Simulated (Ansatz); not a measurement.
Predict the output of the script below (Ansatz's Python interface).

`ho.py`
```python
import ansatz as az
import numpy as np


def main() -> None:
    geometry = (
        az.Crystal.molecule()
        .atom('H', (0.0, 0.0, 0.0))
        .atom('O', (0.0, 0.0, 1.02))
    )
    symbols = [site.symbol for site in geometry.cartesian_sites]

    start = np.array([site.position_ang for site in geometry.cartesian_sites])
    for factor in [1.0, 1.25, 1.6]:
        xyz = (start - start.mean(axis=0)) * factor
        scaled = az.Crystal.molecule()
        for symbol, place in zip(symbols, xyz):
            scaled = scaled.atom(symbol, place.tolist())
        model = (
            scaled.calculation()
            .basis(gaussian='def2-SVP')
            .functional('pbe0', dispersion='d3bj')
            .charge(-1)
            .spin('collinear')
        )
        for search in ('off', 'standard'):
            try:
                data = model.scf(lower_state_search=search).run(threads=1).report
            except az.AnsatzError as error:
                print(f'x{factor} search {search}: {type(error).__name__}')
                continue
            state = data['mean_field']['state']
            print(f'all distances x{factor}, search {search:8s} E = {data["free_energy_ev"]:.5f} eV  <S^2> = {abs(state["spin_squared"]):.3f}  other states met: {len(data["mean_field"]["others"])}')


if __name__ == '__main__':
    main()
```

```console
$ python ho.py
all distances x1.0, search off      E = -2056.60136 eV  <S^2> = 0.000  other states met: 0
all distances x1.0, search standard E = -2056.60136 eV  <S^2> = 0.000  other states met: 0
all distances x1.25, search off      E = -2055.65040 eV  <S^2> = 0.000  other states met: 0
all distances x1.25, search standard E = -2055.65040 eV  <S^2> = 0.000  other states met: 1
all distances x1.6, search off      E = -2054.08381 eV  <S^2> = 0.000  other states met: 0
all distances x1.6, search standard E = -2054.11918 eV  <S^2> = 0.250  other states met: 5
```

Notes:
- Total energies depend on the basis set; only differences at equal settings carry meaning.
- The count of other states can hold repeated and symmetry-equivalent ends of the search; scaling all distances is a test, and for more than two atoms no physical path.
- The expectation value of S² is noticeably off S(S+1) in at least one run, so that state is spin-contaminated.
- Anions want diffuse functions, which this basis lacks.
- Wall time of the script: 5 s on 1 thread of Intel(R) Xeon(R) Platinum 8259CL CPU @ 2.50GHz (Skylake/Cascade Lake) (shared host), peak memory 0.15 GiB.
